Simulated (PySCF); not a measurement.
Species: Al(H2O)H3.
Bonds: Al1–O2. Hydrogens: H5, H6, H7 on Al1; H3, H4 on O2.

Method: PySCF, PBE0-D3(BJ)/def2-SVP geometry optimisation, gas phase.

Q: How far are the bound atoms from Al1?

A: 4 atoms: H5 1.600 Å, H7 1.601 Å, H6 1.607 Å, O2 2.031 Å. The nearest atom not counted as bound is H4, at 2.60 Å (others tie with it).

Q: List the angles at Al1.

A: 
```csv
angle,degrees,distance of the outer atoms (Å)
H5–Al1–H7,120.1,2.77
H5–Al1–H6,117.0,2.74
H6–Al1–H7,117.0,2.74
O2–Al1–H6,99.3,2.79
O2–Al1–H5,97.7,2.75
O2–Al1–H7,97.4,2.74
```

Q: What is the shape at Al1?

A: Distorted tetrahedral: angles from 97.4° to 120.1°; τ4 = (360° − α − β)/141° = 0.87 with α and β the two widest (0 for a square, 1 for a tetrahedron).

Q: What are the other bond lengths?

A: O2–H3, O2–H4 0.966 Å.

Charge 0, singlet. Stationary, but not proved a minimum.
